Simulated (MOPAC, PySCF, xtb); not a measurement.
Energy landscape of H6Si2, singlet: internal rotation, threefold axis kept, other coordinates relaxed. Scanned: torsion (0 = eclipsed). Other coordinates (Si-Si length, H-Si-Si angle, H-Si-Si angle, Si-H length, Si-H length) were minimised at B3LYP/def2-TZVP.

Computed with: GFN1-xTB (xtb); PM6, restricted, heats of formation (MOPAC); RHF/6-31G* = restricted Hartree-Fock/6-31G*, spherical d in PySCF; CCSD(T) on RHF/cc-pVTZ, 10 core orbitals frozen (PySCF).

Energies relative to the lowest point of each profile, in kJ/mol; the last columns give the difference from CCSD(T):

| at / ° | GFN1-xTB | PM6 | RHF/6-31G* | CCSD(T) | GFN1-xTB − CCSD(T) | PM6 − CCSD(T) | RHF/6-31G* − CCSD(T) |
|---|---|---|---|---|---|---|---|
| 0 | 0.49 | 3.23 | 3.97 | 4.24 | -3.75 | -1.01 | -0.27 |
| 10 | 0.42 | 3.08 | 3.71 | 3.96 | -3.53 | -0.88 | -0.25 |
| 20 | 0.48 | 2.53 | 3.00 | 3.18 | -2.70 | -0.65 | -0.17 |
| 30 | 0.33 | 1.79 | 2.00 | 2.13 | -1.79 | -0.33 | -0.13 |
| 40 | 0.22 | 0.72 | 1.02 | 1.06 | -0.84 | -0.34 | -0.04 |
| 50 | 0.04 | 0.20 | 0.27 | 0.29 | -0.24 | -0.09 | -0.02 |
| 60 | 0.00 | 0.00 | 0.00 | 0.00 | 0.00 | 0.00 | 0.00 |

GFN1-xTB is furthest from CCSD(T) at 0 (-3.75 kJ/mol, below); its mean absolute difference over the points is 1.84 kJ/mol.

PM6 is furthest from CCSD(T) at 0 (-1.01 kJ/mol, below); its mean absolute difference over the points is 0.47 kJ/mol.

RHF/6-31G* is furthest from CCSD(T) at 0 (-0.27 kJ/mol, below); its mean absolute difference over the points is 0.13 kJ/mol.
